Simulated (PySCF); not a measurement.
## O₂⁺: everyday levels beside a composite calculation

PySCF; the state is a doublet (π ↑). The composite is CCSD(T) extrapolated to the basis-set limit from two correlation-consistent sets, with core-valence (CV) and scalar-relativistic (SR) terms as its label shows; it has no spin–orbit coupling and nothing beyond (T). Here it is CCSD(T)/CBS(TQ)+CV+SR. It gives Re = 1.113 Å, ωe = 1950 cm⁻¹ and De = 6.71 eV to O⁺ + O.

```csv
level,basis,relativity,Re (Å),ωe (cm⁻¹),De (eV)
UHF,"6-31G(d,p)",no relativity,1.075,2507,1.01
UHF,def2-TZVPPD,no relativity,1.061,2490,1.44
UHF-SCS-MP2,x2c-SVPall,spin-free X2C,1.142,1674,6.32
UHF-SCS-MP2,"6-311G(d,p)",no relativity,1.142,1628,6.35
UHF-CCSD,"6-31G(d,p)",no relativity,1.133,1978,5.32
UHF-CCSD,"6-311G(d,p)",no relativity,1.110,2054,5.47
PBE,def2-TZVPPD,no relativity,1.122,1931,8.04
TPSS,x2c-SVPall,spin-free X2C,1.120,2004,7.26
r²SCAN,x2c-SVPall,spin-free X2C,1.109,2095,6.78
r²SCAN,def2-TZVPPD,no relativity,1.109,2025,6.86
```

Task: Give the difference of each row from the composite.

Result: 

```
      level        basis  ΔRe (pm)  Δωe (%)  ΔDe (eV)
        UHF   6-31G(d,p)      -3.8    +28.6     -5.70
        UHF  def2-TZVPPD      -5.2    +27.7     -5.27
UHF-SCS-MP2   x2c-SVPall      +2.9    -14.2     -0.39
UHF-SCS-MP2  6-311G(d,p)      +2.9    -16.5     -0.36
   UHF-CCSD   6-31G(d,p)      +2.0     +1.4     -1.39
   UHF-CCSD  6-311G(d,p)      -0.3     +5.3     -1.24
        PBE  def2-TZVPPD      +0.9     -1.0     +1.33
       TPSS   x2c-SVPall      +0.7     +2.8     +0.55
     r²SCAN   x2c-SVPall      -0.4     +7.4     +0.07
     r²SCAN  def2-TZVPPD      -0.4     +3.8     +0.15
```

Task: Which rows come closest in De?

Result: r²SCAN in x2c-SVPall (+0.07 eV), counted from the composite.

Correlated steps freeze 2 core orbitals. Correlated levels converge slowly with the basis: in double zeta they bind strong bonds too weakly, by up to about 1 eV, and carry superposition errors of some tenths. The state was picked by a PBE0 search and need not be the measured ground state.
